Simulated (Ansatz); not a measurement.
Born–Oppenheimer molecular dynamics of CH7NSi (10 atoms, charge 0, multiplicity 1). It goes on from the last frame of an earlier run, with new velocities.

All numbers below come from Ansatz, RKS PBE0-D4/6-31G*.

```json
{
  "ensemble": "NVT, Nosé–Hoover chain",
  "time step": "0.5 fs",
  "steps asked": "250",
  "set temperature": "300 K",
  "thermostat": "time constant 3 fs, chain length 1",
  "seed": "192430"
}
```

Frames 0.5 fs apart, positions in Å, forces in eV/Å.

Velocities at 20 fs (Å/ps):

```
Si -1.44 1.09 -0.01
C 0.67 -4.32 2.21
H -4.11 5.04 -13.24
H 19.37 29.68 -0.98
H -9.28 4.47 -1.19
H -2.00 -12.35 -5.33
N 0.07 0.67 2.12
H 14.84 11.86 -10.67
H 1.18 -11.08 -16.37
H 11.21 -15.78 -7.73
```

```xyz
10
Properties=species:S:1:pos:R:3:forces:R:3 time_fs=20 energy_less_start_eV=0.165 T=178
Si -0.031 0.084 -0.015 1.66 -2.25 0.03
C 0.004 0.009 1.887 -0.19 0.74 0.76
H -1.003 -0.178 2.367 0.94 0.35 -0.44
H 0.662 -0.844 2.206 -0.31 0.82 -0.17
H 0.432 1.029 2.277 -0.71 -1.96 -0.52
H 1.413 0.238 -0.416 -0.14 -0.09 0.13
N -0.798 1.358 -0.812 -2.25 2.52 0.93
H -1.801 1.396 -0.493 0.93 -0.10 -0.83
H -0.440 2.268 -0.453 -0.06 -0.68 -0.65
H -0.522 -1.202 -0.726 0.13 0.65 0.75
10
Properties=species:S:1:pos:R:3:forces:R:3 time_fs=20.5 energy_less_start_eV=0.136 T=191
Si -0.031 0.084 -0.015 1.66 -2.35 0.00
C 0.004 0.006 1.888 -0.24 1.00 0.60
H -1.004 -0.175 2.360 0.90 0.28 -0.37
H 0.671 -0.828 2.205 -0.24 0.59 -0.09
H 0.427 1.029 2.276 -0.70 -1.92 -0.51
H 1.412 0.232 -0.418 -0.13 -0.07 0.13
N -0.798 1.358 -0.811 -2.04 2.24 0.73
H -1.792 1.401 -0.500 0.59 -0.11 -0.72
H -0.440 2.262 -0.462 0.07 -0.39 -0.54
H -0.516 -1.209 -0.729 0.12 0.72 0.78
10
Properties=species:S:1:pos:R:3:forces:R:3 time_fs=21 energy_less_start_eV=0.100 T=215
Si -0.032 0.084 -0.015 1.66 -2.40 -0.01
C 0.004 0.005 1.889 -0.30 1.21 0.37
H -1.003 -0.171 2.352 0.80 0.20 -0.27
H 0.679 -0.812 2.204 -0.14 0.33 -0.01
H 0.420 1.025 2.273 -0.65 -1.78 -0.48
H 1.411 0.226 -0.420 -0.12 -0.04 0.13
N -0.799 1.359 -0.809 -1.75 1.87 0.48
H -1.783 1.407 -0.507 0.16 -0.11 -0.60
H -0.439 2.255 -0.471 0.22 -0.04 -0.41
H -0.510 -1.214 -0.730 0.11 0.76 0.80
10
Properties=species:S:1:pos:R:3:forces:R:3 time_fs=21.5 energy_less_start_eV=0.065 T=240
Si -0.032 0.084 -0.015 1.65 -2.42 -0.01
C 0.005 0.003 1.891 -0.36 1.35 0.08
H -1.000 -0.168 2.344 0.64 0.10 -0.15
H 0.687 -0.795 2.203 -0.02 0.06 0.09
H 0.411 1.016 2.270 -0.57 -1.53 -0.41
H 1.409 0.220 -0.422 -0.09 -0.02 0.12
N -0.800 1.361 -0.808 -1.39 1.45 0.22
H -1.773 1.412 -0.516 -0.33 -0.10 -0.45
H -0.438 2.248 -0.482 0.38 0.34 -0.28
H -0.505 -1.218 -0.729 0.09 0.77 0.79
10
Properties=species:S:1:pos:R:3:forces:R:3 time_fs=22 energy_less_start_eV=0.038 T=259
Si -0.032 0.084 -0.015 1.62 -2.39 0.00
C 0.005 0.002 1.892 -0.40 1.38 -0.25
H -0.995 -0.163 2.336 0.43 0.00 -0.01
H 0.694 -0.778 2.203 0.11 -0.21 0.17
H 0.402 1.004 2.265 -0.44 -1.18 -0.31
H 1.407 0.214 -0.423 -0.06 0.01 0.12
N -0.801 1.362 -0.807 -0.98 1.01 -0.04
H -1.764 1.416 -0.526 -0.85 -0.07 -0.30
H -0.436 2.242 -0.493 0.53 0.70 -0.15
H -0.499 -1.219 -0.726 0.06 0.75 0.77
10
Properties=species:S:1:pos:R:3:forces:R:3 time_fs=22.5 energy_less_start_eV=0.022 T=269
Si -0.032 0.084 -0.015 1.59 -2.33 0.02
C 0.005 0.001 1.893 -0.43 1.29 -0.62
H -0.990 -0.159 2.327 0.17 -0.11 0.13
H 0.702 -0.762 2.202 0.22 -0.46 0.25
H 0.392 0.989 2.260 -0.28 -0.72 -0.17
H 1.405 0.208 -0.425 -0.03 0.03 0.11
N -0.802 1.363 -0.806 -0.59 0.62 -0.25
H -1.758 1.421 -0.537 -1.31 -0.03 -0.16
H -0.432 2.238 -0.504 0.64 1.00 -0.05
H -0.492 -1.218 -0.722 0.02 0.71 0.74
10
Properties=species:S:1:pos:R:3:forces:R:3 time_fs=23 energy_less_start_eV=0.017 T=271
Si -0.032 0.083 -0.015 1.55 -2.22 0.06
C 0.005 0.000 1.894 -0.44 1.05 -1.01
H -0.984 -0.156 2.320 -0.11 -0.22 0.28
H 0.710 -0.747 2.203 0.30 -0.67 0.31
H 0.381 0.972 2.255 -0.08 -0.15 0.00
H 1.403 0.202 -0.425 0.01 0.05 0.09
N -0.803 1.365 -0.804 -0.25 0.33 -0.39
H -1.754 1.425 -0.547 -1.66 0.01 -0.05
H -0.428 2.236 -0.515 0.70 1.19 0.01
H -0.486 -1.216 -0.716 -0.03 0.63 0.69
10
Properties=species:S:1:pos:R:3:forces:R:3 time_fs=23.5 energy_less_start_eV=0.018 T=268
Si -0.032 0.082 -0.015 1.50 -2.08 0.12
C 0.005 0.000 1.895 -0.43 0.67 -1.39
H -0.978 -0.153 2.312 -0.38 -0.33 0.42
H 0.719 -0.734 2.204 0.34 -0.81 0.35
H 0.369 0.955 2.249 0.14 0.49 0.20
H 1.401 0.196 -0.426 0.05 0.08 0.08
N -0.804 1.367 -0.803 -0.02 0.18 -0.44
H -1.755 1.429 -0.558 -1.81 0.05 0.01
H -0.421 2.237 -0.527 0.68 1.22 0.03
H -0.480 -1.212 -0.708 -0.08 0.53 0.62
10
Properties=species:S:1:pos:R:3:forces:R:3 time_fs=24 energy_less_start_eV=0.021 T=265
Si -0.032 0.082 -0.015 1.46 -1.90 0.20
C 0.004 0.000 1.896 -0.40 0.18 -1.74
H -0.973 -0.150 2.306 -0.62 -0.43 0.55
H 0.729 -0.723 2.206 0.31 -0.88 0.35
H 0.359 0.940 2.244 0.37 1.16 0.42
H 1.399 0.191 -0.426 0.09 0.10 0.07
N -0.806 1.369 -0.802 0.07 0.18 -0.40
H -1.760 1.433 -0.569 -1.73 0.08 0.01
H -0.413 2.241 -0.538 0.59 1.10 0.01
H -0.475 -1.208 -0.698 -0.14 0.41 0.53
10
Properties=species:S:1:pos:R:3:forces:R:3 time_fs=24.5 energy_less_start_eV=0.022 T=265
Si -0.031 0.080 -0.015 1.41 -1.68 0.28
C 0.004 -0.001 1.896 -0.33 -0.34 -2.00
H -0.970 -0.149 2.301 -0.80 -0.51 0.64
H 0.739 -0.714 2.209 0.23 -0.88 0.33
H 0.349 0.927 2.241 0.58 1.77 0.61
H 1.398 0.186 -0.427 0.13 0.12 0.05
N -0.807 1.371 -0.801 0.00 0.32 -0.28
H -1.768 1.438 -0.580 -1.42 0.10 -0.02
H -0.404 2.248 -0.549 0.42 0.85 -0.05
H -0.469 -1.202 -0.687 -0.21 0.25 0.44
10
Properties=species:S:1:pos:R:3:forces:R:3 time_fs=25 energy_less_start_eV=0.020 T=270
Si -0.030 0.079 -0.015 1.36 -1.43 0.38
C 0.004 -0.001 1.896 -0.25 -0.79 -2.14
H -0.969 -0.149 2.298 -0.90 -0.58 0.69
H 0.750 -0.707 2.212 0.09 -0.81 0.29
H 0.340 0.918 2.238 0.72 2.23 0.76
H 1.396 0.181 -0.427 0.16 0.14 0.03
N -0.808 1.372 -0.800 -0.17 0.55 -0.12
H -1.781 1.443 -0.591 -0.95 0.11 -0.08
H -0.393 2.256 -0.560 0.20 0.50 -0.12
H -0.464 -1.195 -0.676 -0.29 0.07 0.32
10
Properties=species:S:1:pos:R:3:forces:R:3 time_fs=25.5 energy_less_start_eV=0.011 T=283
Si -0.030 0.078 -0.015 1.32 -1.15 0.47
C 0.003 -0.002 1.895 -0.13 -1.08 -2.13
H -0.970 -0.150 2.296 -0.89 -0.61 0.69
H 0.762 -0.702 2.216 -0.08 -0.70 0.22
H 0.333 0.915 2.237 0.78 2.45 0.82
H 1.395 0.176 -0.427 0.20 0.16 0.02
N -0.810 1.374 -0.799 -0.40 0.83 0.04
H -1.796 1.448 -0.602 -0.38 0.11 -0.15
H -0.382 2.266 -0.572 -0.05 0.12 -0.19
H -0.460 -1.188 -0.663 -0.37 -0.12 0.20
```

Of the whole run (125 fs, mean temperature of the second half 304 K): The conserved energy stayed within 0.34 meV per atom of its start (net change -0.15 meV per atom), so the integration is sound. A run of 0.12 ps of so small a system gives no equilibrium averages.

Run time: 4.8 min on 1 thread of Intel(R) Xeon(R) 6975P-C (Granite Rapids), with other jobs on the host, peak memory 0.15 GiB.
